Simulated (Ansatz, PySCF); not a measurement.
This Ansatz (an electronic-structure program) input computes a CCSD(T)/cc-pVDZ energy:

Ansatz 0.2 input:
```yaml
crystal:
  periodic: [false, false, false]
  atoms:
    - {symbol: C, position_ang: [-0.00606224, -0.08532816, -1.27779952]}
    - {symbol: C, position_ang: [-0.01196846, 0.00039183, -0.00961282]}
    - {symbol: H, position_ang: [0.06598111, 0.81576917, -1.88655018]}
    - {symbol: H, position_ang: [-0.09649583, -1.05817381, -1.76064226]}
    - {symbol: O, position_ang: [0.10755480, 0.07163896, 1.20502751]}
    - {symbol: H, position_ang: [-0.72173954, 0.17891092, 1.73144643]}
basis:
  gaussian:
    orbitals: cc-pVDZ
total_charge: 1
magnetization: {spin_polarized: false}
correlation: {method: ccsd_t, electrons: outside_noble_gas}
```

Problem. Write an input for the same energy in PySCF and say what it gives.

Solution. 
```python
from pyscf import gto, scf, mp, cc as ccmod

mol = gto.M(
    atom='''
    C    -0.00606224   -0.08532816   -1.27779952
    C    -0.01196846    0.00039183   -0.00961282
    H     0.06598111    0.81576917   -1.88655018
    H    -0.09649583   -1.05817381   -1.76064226
    O     0.10755480    0.07163896    1.20502751
    H    -0.72173954    0.17891092    1.73144643
    ''',
    basis='cc-pvdz',
    charge=1,
    spin=0,
    verbose=4,
)

mf = scf.RHF(mol)
mf.conv_tol = 1e-10
mf.max_cycle = 100
mf.kernel()
mp2 = mp.MP2(mf, frozen=3).run()
cc = ccmod.CCSD(mf, frozen=3)
cc.max_cycle = 100
cc.kernel()
et = cc.ccsd_t()
print(f'E(CCSD(T)) = {cc.e_tot + et:.9f}')
```
It gives -152.46892 Eh, and Ansatz -152.46892 Eh, a difference of 0.00 mEh.

It need not be the lowest isomer of its formula.
